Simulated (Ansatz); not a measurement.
Ideal-gas functions of BH$_{3}$NS, SMILES `N[B]S` radical at 800 K and 1 bar, from an Ansatz frequency run at PBE0-D4/def2-TZVP.

Molar mass 59.91 g/mol, point group Cs (symmetry number 1), electronic degeneracy 2, moments of inertia 6.741, 98.914, 105.655 u Å². Harmonic wavenumbers (cm⁻¹, unscaled): 283, 323, 487, 506, 664, 787, 999, 1387, 1616, 2583, 3561, 3685.

Use S(trans) = R[1.5 ln M + 2.5 ln T − 1.1517]; rotational temperatures θ = 24.2544 K / I; S(rot) = R[ln(√π/σ · √(T³/θAθBθC)) + 1.5]; for each mode x = 1.438777 ν̃/T, S = R[x/(eˣ − 1) − ln(1 − e⁻ˣ)] and H = RT x/(eˣ − 1); 1 cm⁻¹ = 0.0119627 kJ/mol; R = 8.31446 J/(mol·K).

By hand: the entropy, in J/(mol·K).

Translation 180.4. Rotation: θ = 3.598, 0.2452, 0.2296 K, giving 107.2. Vibration, mode by mode: 14.02, 12.95, 9.68, 9.38, 7.32, 6.09, 4.48, 2.58, 1.87, 0.45, 0.10, 0.08, in all 69.0. Electronic 5.8. Sum 362.4 J/(mol·K).

By hand: H − E and G − E in kJ/mol, counted from the electronic energy.

Zero-point energy ½ × 16881 × 0.0119627 = 101.0; thermal vibration 30.1; translation, rotation and pV give 4 RT = 26.6. H − E = 157.7 kJ/mol, and G − E = 157.7 − 800 × 362.4/1000 = -132.2 kJ/mol.

Vibration gives 19 % of the entropy. The sum counts one conformer and one mirror image; others add a mixing term.
